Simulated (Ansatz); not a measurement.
**NaI (Fm-3m)**

Theory: DFT r2SCAN, scalar-relativistic, plane waves, PAW (Ansatz 0.2.0).

Cutoff 500 eV; k points 6×6×6 on the computed 2-atom cell (Γ-centred); Gaussian smearing, width 0.02 eV; no spin polarisation.

The structure is relaxed at this level of theory with its symmetry kept.

It takes space group Fm-3m (No. 225, cubic). Conventional cell: a = 6.467 Å, b = 6.467 Å, c = 6.467 Å, α = 90.00°, β = 90.00°, γ = 90.00°. Na (site symmetry m-3m) has 6 I at 3.23 Å as nearest neighbours. I (site symmetry m-3m) is surrounded by 6 Na at 3.23 Å.

* Volume per atom: 228.1 bohr³
* Formation energy from the elements' standard states (uncorrected): -1.484 eV/atom
* Generalised Kohn–Sham band gap: 4.44 eV, direct at Γ
* Löwdin character of the top 1 eV of the valence band: I 5p 99 %
* Löwdin character of the lowest 1 eV of the conduction band: Na 3s 75 %, I 5s 14 %, unprojected 5 %
* Electron masses at the edge by Cartesian direction of the standard setting (m_e; degenerate bands sorted by energy; no spin-orbit coupling): x: 0.28; y: 0.28; z: 0.28
* Hole masses at the edge by Cartesian direction of the standard setting (m_e; degenerate bands sorted by energy; no spin-orbit coupling): x: 1.6, 1.6, 0.42; y: 1.6, 1.6, 0.42; z: 1.6, 1.6, 0.42
* Bulk modulus: 17.2 GPa
* Its pressure derivative: 4.8
* Electronic dielectric constant xx, yy, zz of the standard setting (independent particles): 3.4, 3.4, 3.4
* Bader charges (e): Na (1 in the cell) 0.87, I (1 in the cell) -0.87

Spin-orbit coupling is left out, which matters for the bands of heavy elements.

Cost: 12 runs of about 3.9 core-minutes in all, on Intel Xeon Processor @ 2.50GHz (Skylake/Cascade Lake) (shared hosts).